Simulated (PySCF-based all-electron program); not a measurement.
# Force along the bond of CCl, doublet

Calculated with an in-house all-electron program built on PySCF, in large uncontracted Gaussian sets near the basis limit; the spin-free Dirac equation, no spin–orbit coupling, spin-unrestricted, lowest state found (another of this spin can lie close). Forces are good to about 0.004 eV/Å. A positive force pushes the atoms apart.

```csv
r (Å),PBE (eV/Å),r2SCAN (eV/Å)
1.4805,7.028,?
1.645,0.268,?
1.8095,-2.488,?
```

Question: Fill in the missing r2SCAN forces.

Answer: 1.4805 Å: 6.877 eV/Å; 1.645 Å: 0.110 eV/Å; 1.8095 Å: -2.629 eV/Å.

Question: Between which listed lengths does the r2SCAN force vanish, and at which of the two is it smaller?

Answer: Between 1.645 and 1.810 Å. The force is smaller at 1.645 Å.
